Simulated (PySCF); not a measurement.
carbonyl sulfide (COS), SMILES O=C=S. Geometry: PBE-D3(BJ)/def2-TZVP.

### Question
Give the equilibrium geometry at PBE-D3(BJ)/def2-TZVP (PySCF confirms it by a frequency run) as a Z-matrix, and its point group. (The exact figures need the calculation; the answer reports its results.)

### Answer
point group C∞v.
```
C
O 1 1.1688
S 1 1.5674 2 180.00
```
